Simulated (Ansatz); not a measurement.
Born–Oppenheimer molecular dynamics of CH6OSi (9 atoms, charge 0, multiplicity 1). It starts from a relaxed structure.

Theory: RKS B3LYP-D4/def2-SVP (Ansatz).

```yaml
ensemble: NVT, Nosé–Hoover chain
time_step: 0.5 fs
steps_asked: 300
set_temperature: 400 K
thermostat: time constant 50 fs, chain length 5
seed: 429870
```

First frame:

```xyz
9
Properties=species:S:1:pos:R:3
Si -0.007 -0.006 0.008
O 0.040 -0.291 1.648
C -1.096 -0.377 2.477
H -1.773 -1.198 2.170
H -0.766 -0.577 3.509
H -1.680 0.564 2.481
H 1.402 0.011 -0.460
H -0.659 1.307 -0.291
H -0.773 -1.077 -0.703
```

Q: How far do the bonds stretch over the last three quarters of this one trajectory? (Pairs bonded in most of those frames.)

A: 
```csv
bond,mean (Å),spread (Å),shortest,longest
Si1–O2,1.666,0.034,1.59,1.74
Si1–H7,1.487,0.018,1.46,1.52
Si1–H8,1.498,0.023,1.46,1.54
Si1–H9,1.502,0.025,1.46,1.54
O2–C3,1.412,0.035,1.35,1.47
C3–H4,1.113,0.041,1.04,1.19
C3–H5,1.105,0.019,1.07,1.14
C3–H6,1.113,0.041,1.04,1.19
```

Mean temperature of the second half: 320 K. The conserved energy stayed within 0.44 meV per atom of its start (net change 0.32 meV per atom), so the integration is sound. The mean temperature of the second half is 20 % below the set value. A run of 0.15 ps of so small a system gives no equilibrium averages.

The run took 7.2 min on 1 thread of Intel(R) Xeon(R) 6975P-C (Granite Rapids), with other jobs on the host, peak memory 0.16 GiB.
